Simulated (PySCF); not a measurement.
Vibration and rotation of PO

PBE0 constants of PO, ²Π (doublet), unpaired electrons π ↑ (basis P def2-TZVP, O def2-TZVP; no relativity; PySCF 2.14; masses 30.9738 and 15.9949 u):

- ωe: 1288.3 cm⁻¹
- ωexe: 5.48 cm⁻¹
- Be: 0.73558 cm⁻¹
- αe: 0.00474 cm⁻¹
- D (centrifugal): 9.59e-07 cm⁻¹
- De to P + O: 5.99 eV

Q: Give the vibrational terms G(v) and spacings up to v = 6.

A: G(v) = ωe(v+½) − ωexe(v+½)².

```tsv
v	G(v) (cm⁻¹)	G(v) − G(v−1)	Bv (cm⁻¹)
0	642.8		0.7332
1	1920.1	1277.3	0.7285
2	3186.5	1266.4	0.7237
3	4441.9	1255.4	0.7190
4	5686.4	1244.5	0.7143
5	6919.9	1233.5	0.7095
6	8142.4	1222.5	0.7048
```

Q: How well does the Morse estimate ωe²/(4ωexe) reproduce De, and what is D0?

A: It gives 9.39 eV, 157 % of the computed De. D0 = De − G(0) = 5.99 − 0.08 = 5.91 eV.

The state was picked by a PBE0 search and need not be the measured ground state.
